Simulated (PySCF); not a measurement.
Cyclobutylamine, C₄H₉N.
Numbering: `[NH2:1][CH:2]1[CH2:3][CH2:4][CH2:5]1` (hydrogens: H6, H7 on N1; H8 on C2; H9, H10 on C3; H11, H12 on C4; H13, H14 on C5)

Geometry (PBE0-D3(BJ)/def2-SVP, Å), atoms numbered from 1 in this order:
```
atom  x, y, z in Å
N1     1.858    0.323   -0.594
C2     0.634    0.373    0.152
C3    -0.645    0.777   -0.602
C4    -1.439   -0.169    0.319
C5    -0.120   -0.895    0.640
H6     1.798   -0.375   -1.333
H7     2.640    0.056    0.000
H8     0.780    1.055    1.008
H9    -0.914    1.843   -0.639
H10   -0.613    0.391   -1.635
H11   -2.255   -0.756   -0.126
H12   -1.835    0.360    1.200
H13    0.054   -1.253    1.667
H14    0.057   -1.731   -0.058
```

Method: core-valence-separated Tamm–Dancoff BHandHLYP/aug-pcX-1 (pcseg-1 on H) in PySCF, non-relativistic, gas phase, PBE0-D3(BJ)/def2-SVP geometry. Absolute energies from this functional tend to lie a few eV below measured edges; no shift was applied.

The lowest roots of each edge with f over 0.003 (five at most, numbered afresh; weaker and dark ones are left out), with transition dipoles (au) in the frame of the coordinates:

```tsv
root	edge	E (eV)	μx	μy	μz
1	C	285.43	0.0055	-0.0432	0.0116
2	C	285.56	-0.0349	-0.0061	0.0181
3	C	285.59	0.0136	-0.0164	0.0370
4	C	285.68	0.0018	0.0190	0.0499
5	C	285.76	0.0093	-0.0393	-0.0234
6	N	399.17	0.0270	-0.0280	-0.0027
7	N	400.01	-0.0210	-0.0175	-0.0497
8	N	401.03	-0.0001	-0.0232	0.0171
9	N	401.62	0.0228	0.0106	0.0148
10	N	402.01	-0.0163	0.0177	0.0046
```

What are the oscillator strengths?

f = (2/3) ΔE |μ|², with ΔE in hartree (27.2114 eV):

| root | ΔE (Eh) | \|μ\|² (au) | f | core hole on |
| --- | --- | --- | --- | --- |
| 1 | 10.4895 | 0.002032 | 0.014 | C5 |
| 2 | 10.4942 | 0.001582 | 0.011 | C4 |
| 3 | 10.4951 | 0.001826 | 0.013 | C3 |
| 4 | 10.4984 | 0.002854 | 0.020 | C5 |
| 5 | 10.5017 | 0.002180 | 0.015 | C3 |
| 6 | 14.6692 | 0.001519 | 0.015 | N1 |
| 7 | 14.6999 | 0.003225 | 0.032 | N1 |
| 8 | 14.7375 | 0.000831 | 0.008 | N1 |
| 9 | 14.7591 | 0.000851 | 0.008 | N1 |
| 10 | 14.7736 | 0.000602 | 0.006 | N1 |

Molecules are fixed in this frame and the field points along y. What effective strengths 3 f cos²θ do the roots have (θ between field and μ)?

root 1 (C5): 0.039, root 2 (C4): 0.001, root 3 (C3): 0.006, root 4 (C5): 0.008, root 5 (C3): 0.032, root 6 (N1): 0.023, root 7 (N1): 0.009, root 8 (N1): 0.016, root 9 (N1): 0.003, root 10 (N1): 0.009. Root 1 is the strongest. Averaged over all orientations cos²θ is 1/3, which gives f back.

The run took 14 s wall on an Intel Xeon Platinum 8488C with one thread, no GPU, on a shared host, and the process peaked at 0.84 GiB of memory.

One conformer stands for the species.
